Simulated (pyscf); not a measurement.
This saddle point was located with ωB97X-D3(BJ)/def2-SVP in PySCF.

```xyz
8

N     -0.0626     0.9278    -0.0435
Si    -0.4558    -0.7480    -0.4672
H      0.1185     0.9621     1.2964
H     -0.8632     1.5657    -0.1277
H     -0.5510    -0.8004    -1.9552
H      0.6611    -1.6088     0.0060
H     -1.7391    -1.2598     0.1032
H     -0.0888     0.8573     2.1520
```
Charge 0, spin multiplicity 2.

Surface: doublet, charge 0. Lowest wavenumbers (cm⁻¹): 1258i, 140, 289, 603, 650.

**Question.** Name the species on either side of this saddle.

**Answer.** H₂N–SiH₃ + H• ⇌ •HN–SiH₃ + H₂, a hydrogen abstraction read from left to right: H–N broken and H–H formed. At ωB97M-D3(BJ)/def2-TZVP it lies +16.0 kcal/mol from the left side and +7.7 kcal/mol from the right (each side as separated species at their lowest minima found). The same reactants have a lower exit, to H₂N–SiH₂• + H₂ (barrier +3.9 kcal/mol at ωB97M-D3(BJ)/def2-TZVP, against +16.0 kcal/mol here). •HN–SiH₃ lies 20.8 kcal/mol over its isomer H₂N–SiH₂• (electronic energy, ωB97M-D3(BJ)/def2-TZVP). One saddle was located; it need not be the lowest between these sides. The angle at the transferred H is 157°.
